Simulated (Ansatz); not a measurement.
# SiH4 (silane) at 6 levels

Aim: a comparison of 6 runs (HF/STO-3G, HF/3-21G, HF/def2-SVP, B3LYP/6-31G*, MP2/6-31+G*, MP2/def2-SVP) of SiH4 (silane). 

Program for the calculation: Ansatz 0.2.0.

4 further runs of the same task are left out: 2 that didn't finish, 2 set aside as unsound or not needed.

### Step 1. The structure to begin with

The species is SiH4 (5 atoms), meant as a singlet with charge 0. SMILES: `[SiH4]`. Geometry: relaxed at PBE0-D4/def2-TZVP.

Bond lengths: Si1–H2 1.485 Å, Si1–H3 1.485 Å, Si1–H4 1.485 Å, Si1–H5 1.485 Å. Angles: H2–Si1–H3 109.5°, H2–Si1–H4 109.5°, H2–Si1–H5 109.5°, H3–Si1–H4 109.5°, H3–Si1–H5 109.5°, H4–Si1–H5 109.5°.

### Step 2. Energy and forces at HF/STO-3G (run 1)

job.yaml

```yaml
basis:
  gaussian: {orbitals: STO-3G}
crystal:
  periodic: [false, false, false]
  atoms:
    - {symbol: Si, position_ang: [-0.000000, 0.000000, -0.000100]}
    - {symbol: H, position_ang: [0.967600, -0.688400, 0.890900]}
    - {symbol: H, position_ang: [-1.331000, 0.044900, 0.656000]}
    - {symbol: H, position_ang: [-0.105100, -0.740300, -1.282600]}
    - {symbol: H, position_ang: [0.468500, 1.383800, -0.264200]}
output: {forces: true, orbitals: {seedname: orbitals}}
hamiltonian: {xc: hf}
accuracy: high
```

Started as:

```bash
$ ansatz run job.yaml --threads 1 --pin off --max-ram 2610MiB --events-out events.jsonl --progress --plain --runs-dir runs
```

Output:

```text
Warning: RAYON_NUM_THREADS=1 ignored (pool sized by the plan → 1); use --threads N
Functional definition: HF
  name "HF"
  exchange = exact_x
  correlation = 0
201 factors; integrals over basis functions are off by at most 1.0e-8 eV
mean field evaluation 1: about -7834.2186 eV, gradient 6.6e0 eV
mean field evaluation 2: about -7834.2077 eV, gradient 6.5e0 eV
mean field evaluation 4: about -7834.4048 eV, gradient 2.3e-1 eV
mean field evaluation 8: about -7834.4049 eV, gradient 1.1e-5 eV
mean field -7834.40488220 eV, -287.9090690706 hartree, gradient 1.9e-8 eV, S^2 0.000000; 0 other end points of the search recorded, 0 dependent functions left out
the calculation of the forces begins
reference -7834.40488220 eV, -287.9090690706 hartree; 9, 9 occupied and 4, 4 virtual orbitals, 201 factors
Total energy: -7834.40488220 eV, -287.9090690706 hartree
Atom 0 at    -0.000000     0.000000    -0.000100 Å, force     0.000183     0.001086     0.003145 eV/Å
Atom 1 at     0.967600    -0.688400     0.890900 Å, force    -1.108374     0.788731    -1.021622 eV/Å
Atom 2 at    -1.331000     0.044900     0.656000 Å, force     1.525060    -0.051212    -0.752623 eV/Å
Atom 3 at    -0.105100    -0.740300    -1.282600 Å, force     0.120428     0.848131     1.468787 eV/Å
Atom 4 at     0.468500     1.383800    -0.264200 Å, force    -0.537298    -1.586737     0.302312 eV/Å
Dipole moment:     0.000002     0.000009    -0.000134 e Å
```

It took 0.08 s on 1 thread of Arm Neoverse V2, shared host.

### Step 3. Energy and forces at HF/3-21G (run 2)

Edit job.yaml of step 2 so:

```diff
@@ -1,3 +1 @@
-basis:
-  gaussian: {orbitals: STO-3G}
 crystal:
@@ -10,4 +8,8 @@
     - {symbol: H, position_ang: [0.468500, 1.383800, -0.264200]}
+basis:
+  gaussian:
+    orbitals: 3-21G.json
+hamiltonian:
+  xc: hf
+accuracy: high
 output: {forces: true, orbitals: {seedname: orbitals}}
-hamiltonian: {xc: hf}
-accuracy: high
```

The basis set 3-21G is read from a file made from the Basis Set Exchange's data (not shown).

Started as:

```bash
$ ansatz run job.yaml --threads 1 --pin off --max-ram 2610MiB --events-out events.jsonl --progress --plain --runs-dir runs
```

Output, cut to the lines that bear on the results:

```text
Warning: RAYON_NUM_THREADS=1 ignored (pool sized by the plan → 1); use --threads N
[... 2 set-up lines as earlier in the session ...]
[...]
426 factors; integrals over basis functions are off by at most 2.7e-9 eV
[...]
mean field -7882.78420385 eV, -289.6869763486 hartree, gradient 2.9e-8 eV, S^2 0.000000; 0 other end points of the search recorded, 0 dependent functions left out
[...]
reference -7882.78420385 eV, -289.6869763486 hartree; 9, 9 occupied and 12, 12 virtual orbitals, 426 factors
Total energy: -7882.78420385 eV, -289.6869763486 hartree
Atom 0 at    -0.000000     0.000000    -0.000100 Å, force     0.000148     0.000881     0.001832 eV/Å
Atom 1 at     0.967600    -0.688400     0.890900 Å, force     0.026854    -0.018949     0.023961 eV/Å
Atom 2 at    -1.331000     0.044900     0.656000 Å, force    -0.036580     0.001433     0.017368 eV/Å
Atom 3 at    -0.105100    -0.740300    -1.282600 Å, force    -0.002875    -0.020363    -0.035705 eV/Å
Atom 4 at     0.468500     1.383800    -0.264200 Å, force     0.012453     0.036999    -0.007456 eV/Å
Dipole moment:    -0.000001    -0.000005    -0.000139 e Å
```

Wall time 0.12 s (1 thread of Arm Neoverse V2, shared host).

Runs 3 to 5 aren't shown in full; the table further down has their settings and results.

### Step 4. Energy and gradient at MP2/def2-SVP (run 6)

input.yaml

```yaml
basis:
  gaussian: {orbitals: def2-SVP}
crystal:
  periodic: [false, false, false]
  atoms:
    - symbol: Si
      position_ang: [-0.000000, 0.000000, -0.000100]
    - symbol: H
      position_ang: [0.967600, -0.688400, 0.890900]
    - symbol: H
      position_ang: [-1.331000, 0.044900, 0.656000]
    - symbol: H
      position_ang: [-0.105100, -0.740300, -1.282600]
    - symbol: H
      position_ang: [0.468500, 1.383800, -0.264200]
accuracy: high
correlation: {method: mp2, frozen_orbitals: {H: 0, Si: 5}}
output: {forces: true, orbitals: {seedname: orbitals}}
```

Started as:

```bash
$ ansatz run input.yaml --threads 1 --pin off --max-ram 2610MiB --events-out events.jsonl --progress --plain --runs-dir runs
```

Output, cut to the lines that bear on the results:

```text
Warning: RAYON_NUM_THREADS=1 ignored (pool sized by the plan → 1); use --threads N
[... 2 set-up lines as earlier in the session ...]
[...]
777 factors; integrals over basis functions are off by at most 3.4e-9 eV
[...]
mean field -7922.70153860 eV, -291.1539113437 hartree, gradient 2.0e-8 eV, S^2 0.000000; 0 other end points of the search recorded, 0 dependent functions left out
5 core orbitals not correlated: weight in the atoms' cores, before any rotation towards them, 1.000 or more for the frozen orbitals, at most 0.000 for the correlated occupied ones
reference -7922.70153860 eV, -291.1539113437 hartree; 4, 4 occupied and 29, 29 virtual orbitals, 777 factors
second order -3.14454269 eV of doubles, -0.00000000 eV of singles
[...]
Total energy: -7925.84608130 eV, -291.2694711563 hartree
Atom 0 at    -0.000000     0.000000    -0.000100 Å, force     0.000152     0.000901     0.001872 eV/Å
Atom 1 at     0.967600    -0.688400     0.890900 Å, force    -0.049194     0.035142    -0.046028 eV/Å
Atom 2 at    -1.331000     0.044900     0.656000 Å, force     0.068009    -0.002113    -0.034156 eV/Å
Atom 3 at    -0.105100    -0.740300    -1.282600 Å, force     0.005376     0.037771     0.065015 eV/Å
Atom 4 at     0.468500     1.383800    -0.264200 Å, force    -0.024342    -0.071700     0.013297 eV/Å
Dipole moment:    -0.000000    -0.000003    -0.000124 e Å
```

Run time: 0.44 s. Hardware: 1 thread of Arm Neoverse V2, shared host.

### Step 5. The series

| run | level | Cartesian functions | frozen core orbitals | energy (Eh) | dipole moment (D) | HOMO energy (eV) | LUMO energy (eV) | wall time |
| --- | --- | --- | --- | --- | --- | --- | --- | --- |
| 1 | HF/STO-3G | no | – | -287.909069 | 0.00 | -11.44 | 14.05 | 0.08 s |
| 2 | HF/3-21G | no | – | -289.686976 | 0.00 | -13.18 | 5.00 | 0.12 s |
| 3 | HF/def2-SVP | no | – | -291.153911 | 0.00 | -13.24 | 4.82 | 0.3 s |
| 4 | B3LYP/6-31G* (Cartesian functions) | yes | – | -291.883688 | 0.00 | -9.61 | 1.39 | 1.1 s |
| 5 | MP2/6-31+G* (spherical functions) | no | 5 | -291.307470 | 0.00 | -13.24 | 1.86 | 0.4 s |
| 6 | MP2/def2-SVP | no | 5 | -291.269471 | 0.00 | -13.24 | 4.82 | 0.44 s |

### Step 6. What came out

| quantity | value |
| --- | --- |
| run 6: total energy | -291.26947 Eh |
| run 6: dipole moment (correlated density) | 0.00 D |
| run 6: HOMO energy (Hartree–Fock orbitals) | -13.24 eV |
| run 6: LUMO energy (Hartree–Fock orbitals) | 4.82 eV |
| run 6: HOMO–LUMO gap (Hartree–Fock orbitals) | 18.06 eV |
| run 6: correlation energy (5 core orbitals frozen) | -115.6 mEh |
| run 6: largest force on an atom | 0.077 eV/Å |

**Reading.** Over runs 1, 2, 3, 4 the HOMO–LUMO gap runs from 11.00 eV (B3LYP/6-31G*) to 25.49 eV (HF/STO-3G). The two ends differ in method and basis. In run 1 the basis is minimal, so the values are rough. All runs together took 2.5 s, the longest 1.1 s.
